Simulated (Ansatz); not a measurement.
in.yaml

```yaml
crystal:
  periodic: [false, false, false]
  atoms:
    - {symbol: O, position_ang: [-0.151944, -0.049094, 0.000000]}
    - {symbol: H, position_ang: [-0.401253, 0.877481, 0.000000]}
    - {symbol: H, position_ang: [1.034056, -0.049094, 0.000000]}
    - {symbol: H, position_ang: [1.779056, -0.049094, 0.000000]}
basis:
  gaussian: {orbitals: cc-pVDZ}
magnetization: {spin_polarized: false, initial_magnetization: 1}
correlation: {method: ccsdtq, electrons: outside_noble_gas}
```

```sh
$ ansatz run in.yaml --threads 2 --pin off --events-out ev --progress --plain --max-ram 15360MiB --backend cuda --devices 0, --max-vram 18GiB
```

Question: Roughly how long does this take on 2 threads of AMD EPYC 7R13 with a shared H100 80 GB, shared host, and how much host memory?

Answer: 18 s wall and 0.84 GiB.

```
463 factors; integrals over basis functions are off by at most 2.1e-7 eV
mean field evaluation 1: about -2078.9667 eV, gradient 2.4e1 eV
mean field evaluation 2: about -2078.9671 eV, gradient 2.4e1 eV
mean field evaluation 4: about -2080.5809 eV, gradient 1.9e0 eV
mean field evaluation 8: about -2080.6699 eV, gradient 2.1e-1 eV
mean field evaluation 16: about -2080.6282 eV, gradient 1.3e0 eV
mean field evaluation 32: about -2080.5073 eV, gradient 6.3e0 eV
mean field evaluation 64: about -2079.6156 eV, gradient 1.0e-2 eV
mean field -2080.67080937 eV, -76.4632419149 hartree, gradient 3.5e-6 eV, S^2 0.750000; 6 other end points of the search recorded, 0 dependent functions left out
mean field evaluation 96: about -2079.1920 eV, gradient 1.8e1 eV
mean field evaluation 128: about -2079.7274 eV, gradient 1.7e-4 eV
determinant -2080.67080937 eV, -76.4632419149 hartree, with singles and doubles -2086.92898323 eV, -76.6932255625 hartree
determinant -2079.61564440 eV, -76.4244653176 hartree, with singles and doubles -2085.32543562 eV, -76.6342962746 hartree
1 core orbitals not correlated: weight in the atoms' cores, before any rotation towards them, 1.000 or more for the frozen orbitals, at most 0.000 for the correlated occupied ones
reference -2080.67080937 eV, -76.4632419149 hartree; 5, 4 occupied and 23, 24 virtual orbitals, 463 factors
second order -5.57781221 eV of doubles, -0.16237455 eV of singles
cycle   1  -6.01654756 eV  change   -2.7e-1 eV  update   6.4e-2
cycle   2  -6.30907901 eV  change   -2.9e-1 eV  update   2.6e-2
cycle   3  -6.39263170 eV  change   -8.4e-2 eV  update   1.7e-2
cycle   4  -6.38199097 eV  change    1.1e-2 eV  update   7.7e-3
cycle   5  -6.37995154 eV  change    2.0e-3 eV  update   3.2e-3
cycle   6  -6.38134479 eV  change   -1.4e-3 eV  update   1.6e-3
cycle   7  -6.38012832 eV  change    1.2e-3 eV  update   6.6e-4
cycle   8  -6.38032970 eV  change   -2.0e-4 eV  update   3.8e-4
cycle   9  -6.38063621 eV  change   -3.1e-4 eV  update   1.6e-4
cycle  10  -6.38052108 eV  change    1.2e-4 eV  update   7.1e-5
cycle  11  -6.38055136 eV  change   -3.0e-5 eV  update   3.0e-5
cycle  12  -6.38055473 eV  change   -3.4e-6 eV  update   1.3e-5
cycle  13  -6.38055604 eV  change   -1.3e-6 eV  update   7.1e-6
cycle  14  -6.38056030 eV  change   -4.3e-6 eV  update   3.1e-6
cycle  15  -6.38056169 eV  change   -1.4e-6 eV  update   1.4e-6
cycle  16  -6.38056117 eV  change    5.2e-7 eV  update   6.8e-7
cycle  17  -6.38056051 eV  change    6.6e-7 eV  update   3.0e-7
Total energy: -2087.05136987 eV, -76.6977231886 hartree
```

For the same geometry and basis UCCSDTQ lies 0.4 meV lower.
